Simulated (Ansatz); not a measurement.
**BNH2 (triplet): wave-function methods side by side, cc-pVDZ**

An exercise on one series of results from a longer session: the logs are not shown, and one member is left open.

Method: cc-pVDZ, core rule «outside noble gas», up to 2 orbitals frozen; program: Ansatz 0.2.0, Gaussian basis.

To be run: UHF; CCSD(T) on ROHF; CCSD(T) on UHF; BCCD(T) on ROHF; CISD; CCSDT(Q) on ROHF; CCSDT(Q) on UHF; CASSCF and MRCISD+Q, 10 electrons in 10 orbitals; CASSCF and NEVPT2, 10 electrons in 10 orbitals.

22 further runs of the same task are left out: 9 that didn't finish, 13 set aside as unsound or not needed.

### The system

The geometry is a PBE0/def2-TZVP stationary point (not a proven minimum).

4 atoms, charge 0, spin multiplicity 3.

Atoms are counted from 1 here; the program's logs count them from 0.

Bond lengths: B1–N2 1.376 Å, B1–H3 1.215 Å, N2–H4 1.012 Å. Angles: N2–B1–H3 113.0°, B1–N2–H4 139.9°.

Set-up of the first run:

Contents of in.yaml:

```yaml
crystal:
  periodic: [false, false, false]
  atoms:
    - {symbol: B, position_ang: [0.000000, -0.124007, 0.773899]}
    - {symbol: N, position_ang: [0.000000, -0.022422, -0.597982]}
    - {symbol: H, position_ang: [0.000000, 0.956413, 1.330586]}
    - {symbol: H, position_ang: [0.000000, 0.685254, -1.321528]}
basis:
  gaussian: {orbitals: cc-pVDZ}
magnetization: {spin_polarized: true, initial_magnetization: 2}
hamiltonian: {xc: hf}
output: {orbitals: {seedname: orbitals}}
```

Run with:

```bash
$ ansatz run in.yaml --threads 1 --pin off --events-out ev --progress --plain --max-ram 2393MiB
```

Steps of the session up to this table: UHF; CCSD(T) on ROHF; CCSD(T) on UHF; BCCD(T) on ROHF; CISD; CCSDT(Q) on ROHF; CCSDT(Q) on UHF; CASSCF and MRCISD+Q, 10 electrons in 10 orbitals; CASSCF and NEVPT2, 10 electrons in 10 orbitals.

One of the session's tables, all rows but one given; the rest of the session is left out.

It belongs to the step «Misses and costs». 

| method | from UCCSDT(Q) (meV) |
| --- | --- |
| ROHF | +6495.3 |
| UHF | +6380.9 |
| RMP2 | +1023.3 |
| UMP2 | +1028.0 |
| CISD | +604.5 |
| RCCSD | +230.2 |
| UCCSD | +228.0 |
| RCCSD(T) | +50.2 |
| UCCSD(T) | +50.3 |
| BCCD(T) | +49.7 |
| RCCSDT | +13.9 |
| UCCSDT | +13.3 |
| RCCSDT(Q) | +1.8 |
| UCCSDT(Q) | 0 |
| CASSCF valence | +3871.7 |
| NEVPT2 valence | +889.3 |
| MRCISD valence | ? |
| MRCISD+Q valence | +43.6 |

**Question.** Estimate the row for MRCISD valence.

**Answer.** from UCCSDT(Q) (meV): +226.3. In the column «from UCCSDT(Q) (meV)» it lies between UCCSD(T) (+50.3) and UCCSD (+228.0).

With the free atoms at the same levels and basis (separate runs), the atomisation energy is 9.842 eV at UCCSDT(Q), 9.809 eV at RCCSD(T), 9.807 eV at UCCSD(T), 7.522 eV at ROHF.

Caveats from the session: Restricted and unrestricted rows rest on different reference determinants; where their highest levels disagree by more than a few hundredths of an eV, they describe different states and don't form one ladder.
